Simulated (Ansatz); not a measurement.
Compare A (`C=C(C)CC`) with its isomer B (`C/C=C\CC`).

Computed with Ansatz on PBE0-D4/def2-TZVP structures; ΔE is electronic, products minus reactants. CCSD(T)/CBS is the MP2 limit (def2-TZVPP, def2-QZVPP) plus CCSD(T) − MP2 in def2-TZVPP, frozen cores. DFT in def2-TZVPP. B3LYP here is the variant with VWN-RPA as its local correlation; programs differ in this. Each species was taken in one conformer, which may not be the lowest.

Question: Which is lower in electronic energy at CCSD(T)/CBS, and by how much? (An estimate is asked.)

Answer: Ansatz gave: A, by 1.9 kcal/mol.

Question: Give E(B) − E(A) in kcal/mol with B3LYP-D4, CCSD(T)/def2-SVP, ωB97M-V, PBE-D4, LDA (SPW92), BLYP-D4, CCSD/def2-TZVPP. (An estimate is asked.)

Answer: The calculation gave: B3LYP-D4 1.5, CCSD(T)/def2-SVP 1.9, ωB97M-V 1.8, PBE-D4 1.2, LDA (SPW92) 1.5, BLYP-D4 1.4, CCSD/def2-TZVPP 1.8. None reverses the order clearly.

Question: Does the order hold for the free energy at 298.15 K (harmonic terms from PBE0-D4)? (Best estimate.)

Answer: Ansatz gave: Yes: G(B) − G(A) = +1.7 kcal/mol, for one conformer each. Modes under 60 cm⁻¹, often nearly free rotors, make the harmonic entropy too high.

Largest T1 diagnostic: 0.010.

In def2-TZVPP, CCSD(T) changes the Hartree–Fock value by +0.8 kcal/mol (the triples alone add +0.2 kcal/mol) and MP2 by +1.0 kcal/mol. Leaving LDA and LC-ωPBE aside and taking each functional with its dispersion term where it has one, the values spread over 0.6 kcal/mol, from PBE-D4 to ωB97M-V.
